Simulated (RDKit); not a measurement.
RDKit input (UFF):

```python
from rdkit import Chem
from rdkit.Chem import AllChem, rdDetermineBonds

mol = Chem.MolFromXYZFile('mol.xyz')
rdDetermineBonds.DetermineBonds(mol, charge=-1)
print('SMILES', Chem.MolToSmiles(Chem.RemoveHs(mol)))
ff = AllChem.UFFGetMoleculeForceField(mol)
e0 = ff.CalcEnergy()
flag = ff.Minimize(maxIts=5000, forceTol=1e-5)
print(f'energy {e0:.4f} -> {ff.CalcEnergy():.4f} kcal/mol, converged: {flag == 0}')
print(Chem.MolToXYZBlock(mol))
```
mol.xyz:
```
7

C      0.10850459     0.05504033    -0.05250686
O      0.22328157     1.21371744    -0.51862629
O     -1.20140996    -0.25340913     0.44854802
H     -1.65579332     0.58035355     0.27135946
C      1.01286197    -0.97365632     0.06482395
H      0.72779788    -1.92009361     0.50193316
H      2.02482319    -0.83103053    -0.28656900
```

**Question.** Which steric energies does it print, before and after the minimisation?

**Answer.** 35.41 and 0.55 kcal/mol. They count from the force field's own zero for this bonding and are no heats of formation.
